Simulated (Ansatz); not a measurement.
```yaml
crystal:
  periodic: [false, false, false]
  atoms:
    - {symbol: Ta, position_ang: [0.000000, 0.000000, 0.000000]}
    - {symbol: Cl, position_ang: [0.000000, 0.000000, -2.178059]}
    - {symbol: Cl, position_ang: [0.000000, 0.000000, 2.178059]}
basis:
  gaussian: {orbitals: def2-TZVP}
magnetization: {spin_polarized: true, initial_magnetization: 1}
hamiltonian: {xc: pbe0}
relax: {f_tol: 0.004, max_steps: 80}
```

```sh
$ ansatz run in.yaml --threads 1 --pin off --events-out ev --progress --plain --max-ram 2176MiB
```

Steps of the relaxation (energy above the last step; positions in Å, forces in eV/Å):

```
3
step 1, 204.5 meV
Ta    0.000    0.000    0.000    0.000    0.000    0.000
Cl    0.000    0.000   -2.178    0.000    0.000   -2.278
Cl    0.000    0.000    2.178    0.000    0.000    2.278
```

```
3
step 2, 13.7 meV
Ta    0.000    0.000    0.000    0.000    0.000    0.000
Cl    0.000    0.000   -2.302    0.000    0.000    0.492
Cl    0.000    0.000    2.302    0.000    0.000   -0.492
```

```
3
step 3, 0.0 meV
Ta    0.000    0.000    0.000    0.000    0.000    0.000
Cl    0.000    0.000   -2.275    0.000    0.000    0.021
Cl    0.000    0.000    2.275    0.000    0.000   -0.021
```

```
3
step 4, 0.0 meV
Ta    0.000    0.000    0.000    0.000    0.000    0.000
Cl    0.000    0.000   -2.274    0.000    0.000    0.000
Cl    0.000    0.000    2.274    0.000    0.000    0.000
```

Close pairs at the end: Ta1–Cl3 2.274 Å, Ta1–Cl2 2.274 Å.

A stationary point of unrestricted PBE0 after 4 steps, with ⟨S²⟩ = 1.447 against 0.75 for a pure state; no frequencies were run, so it isn't proven a minimum. 27 s on 1 thread of AMD EPYC 9R45, shared host.
